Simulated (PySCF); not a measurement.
# S2F2 (Thio-thionyl fluoride) at M06-2X/STO-6G

Aim: the vertical ionisation energy of S2F2 (Thio-thionyl fluoride) at M06-2X/STO-6G, from 2 runs. The job is set up through a Python script.

Program for the calculation: PySCF 2.14.0.

8 further runs of the same task are left out: 8 set aside as unsound or not needed.

## Step 1: The system as given

S2F2: 4 atoms, total charge 0, spin state singlet. SMILES: `FS(F)=S`. The shape is that of a PBE0-D4/def2-TZVP optimisation.

Bond lengths: F1–S2 1.606 Å, S2–F3 1.606 Å, S2–S4 1.859 Å. Angles: F1–S2–F3 92.0°, F1–S2–S4 107.9°, F3–S2–S4 107.9°.

## Step 2: A single-point energy at M06-2X/STO-6G

job.py

```python
from pyscf import gto, dft

mol = gto.Mole()
mol.atom = [
    ('F', (0.734930, 0.336790, 1.199050)),
    ('S', (-0.480890, -0.090070, 0.240730)),
    ('F', (0.313460, -1.382440, -0.286190)),
    ('S', (-0.567510, 1.135710, -1.153590)),
]
mol.verbose = 3
mol.max_memory = 1860
mol.basis = 'sto-6g'
mol.spin = 0
mol.build()

mf = dft.RKS(mol)
mf.xc = 'm06-2x'
mf.grids.level = 5
mf.conv_tol = 1e-10
mf.kernel()
if not mf.converged:
    mf = mf.newton().run(mf.mo_coeff, mf.mo_occ)

e_tot = mf.e_tot
print('E = %.10f Eh' % e_tot)
```

Started as:

```bash
$ OMP_NUM_THREADS=1 python job.py
```

What it wrote:

```text
converged SCF energy = -991.941905147186
E = -991.9419051472 Eh
```

It took 6.9 s on 1 thread of Arm Neoverse V1, shared host; peak memory 0.24 GiB.

## Step 3: The doublet cation

job.py

```python
from pyscf import gto, dft

mol = gto.M(
    atom=[
    ('F', (0.734930, 0.336790, 1.199050)),
    ('S', (-0.480890, -0.090070, 0.240730)),
    ('F', (0.313460, -1.382440, -0.286190)),
    ('S', (-0.567510, 1.135710, -1.153590)),
],
    spin=1,
    max_memory=1860,
    charge=1,
    basis='sto-6g',
    verbose=3,
)

calc0 = dft.UKS(mol, xc='m06-2x')
calc0.conv_tol = 1e-10
calc0.grids.level = 5
calc0.kernel()
if not calc0.converged:
    calc0 = calc0.newton().run(calc0.mo_coeff, calc0.mo_occ)

energy = calc0.e_tot
print('E(%s) = %.9f' % ('M06-2X', energy))
```

Started as:

```bash
$ OMP_NUM_THREADS=1 python job.py
```

What it wrote:

```text
WARN: HOMO -0.296172349446734 >= LUMO -0.296172349446724

converged SCF energy = -991.7125544769  <S^2> = 0.75317153  2S+1 = 2.003169
E(M06-2X) = -991.712554477
```

Run time: 14 s. Hardware: 1 thread of Arm Neoverse V1, shared host; peak memory 0.25 GiB.

## Step 4: What came out

Level: M06-2X/STO-6G.

```
                                          quantity          value
                        singlet S2F2: total energy  -991.94191 Eh
                       singlet S2F2: dipole moment         1.90 D
                         singlet S2F2: HOMO energy       -4.02 eV
                         singlet S2F2: LUMO energy        4.21 eV
                       singlet S2F2: HOMO–LUMO gap        8.23 eV
                      doublet cation: total energy  -991.71255 Eh
doublet cation: HOMO energy (highest over α and β)      -14.10 eV
 doublet cation: LUMO energy (lowest over α and β)       -8.41 eV
                              doublet cation: ⟨S²⟩          0.753
vertical ionisation energy (to the doublet cation)       6.241 eV
```

In words: Removing an electron at fixed nuclei costs 6.24 eV (602 kJ/mol). The negative HOMO energy of the first species, 4.02 eV, lies 2.22 eV below that difference. In a minimal basis such a difference can be off by several eV, whatever the method. Mulliken charges (singlet S2F2) run from -0.23 on S4 to +0.59 on S2.
